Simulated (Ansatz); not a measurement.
Li: levels along high-symmetry lines

```
Li
1.0
    -1.71776    1.71776    1.71776
     1.71776   -1.71776    1.71776
     1.71776    1.71776   -1.71776
Li
1
Direct
  0.00000 0.00000 0.00000
```

The conventional cell has a = 3.436 Å, b = 3.436 Å, c = 3.436 Å, α = 90.00°, β = 90.00°, γ = 90.00°. Li (atom 1) has 8 Li at 2.98 Å as nearest neighbours.

The structure comes from a relaxation in the same program, started in the bcc type, and has space group Im-3m. Whether it is a known phase or the ground state wasn't checked.

These are results of DFT, PBE, all-electron LAPW, scalar-relativistic (Ansatz 0.2.0), not measurements.

The runs use a Γ-centred 14×14×14 k mesh, Fermi–Dirac smearing of 0.03 eV, basis error target 0.25 meV/atom, no spin polarisation.

Points in fractions of the reciprocal vectors of this cell: Γ (0, 0, 0), H (0.5, -0.5, 0.5), N (0, 0, 0.5), P (0.25, 0.25, 0.25). The path joins them by straight lines in the order Γ–H–N–Γ–P–H–P–N; legs that retrace an earlier one aren't tabulated. Energies are in eV from the Fermi level.

Task: List the levels at H between -20 and 7.5 eV.

Result: 5.54 (×3).

Task: List the levels at P between -20 and 7.5 eV.

Result: 3.40 (×3).

Task: List the levels at Γ between -20 and 7.5 eV.

Result: -3.56.

Task: What is the band gap?

Result: none: with an odd electron count and no spin polarisation the bands can't all be full, a metal in this set-up (spin order or a larger cell could open a gap).
